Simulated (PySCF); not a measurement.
**B: ionisation energy**

B [He] 2s2 2p1 (2P) → B⁺ [He] 2s2 (1S), as a difference of total energies. Calculation: PySCF 2.14, in x2c-QZVPPall with one added diffuse shell each of s, p, d, f type (8s5p4d3f1g, 73 functions); the spin-free X2C one-electron Hamiltonian (Gaussian nucleus). Correlated levels: valence: 1s2 frozen; valence and next inner shell: nothing frozen. The calculations carry no spin-orbit coupling.

```
                                method  ionisation energy (eV)
                                   UHF                   8.040
                                   LDA                   8.643
                                   PBE                   8.670
                                  PBE0                   8.644
                                r2SCAN                   8.764
                                  BP86                   8.746
                                  TPSS                   8.764
                                M06-2X                   8.323
                                B2PLYP                   8.505
                         MP2 (valence)                   8.289
                     SCS-MP2 (valence)                   8.259
    MP2 (valence and next inner shell)                   8.308
SCS-MP2 (valence and next inner shell)                   8.272
```

**Question.** How much does correlation contribute at MP2 (valence and next inner shell)?

**Answer.** 8.308 − (8.040) = 0.268 eV, measured against UHF.

Errors of the correlated levels include the incompleteness of this basis and the frozen core.

For comparison: 8.297 eV (measured; NIST levels, between the centres of gravity of the two terms).
